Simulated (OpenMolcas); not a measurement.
**How basis sets differ on SiHOF (SMILES O[Si]F)**

SiHOF has 4 atoms, charge 0, and is taken as a singlet. SMILES: `O[Si]F`. Geometry: relaxed at GFN2-xTB.

Each level gives the HOMO–LUMO gap (eV). The values are calculated.

```csv
level,kind,program,value (eV)
HF/MINI (RICD fitting),Hartree–Fock,OpenMolcas,12.21
HF/STO-3G,Hartree–Fock,OpenMolcas,14.23
HF/3-21G,Hartree–Fock,OpenMolcas,12.20
HF/def2-SVP,Hartree–Fock,OpenMolcas,12.30
```

The values span 12.20 to 14.23 eV. A Hartree–Fock LUMO above zero doesn't converge with the basis: it sinks as sets grow more diffuse. Orbital gaps aren't excitation energies.
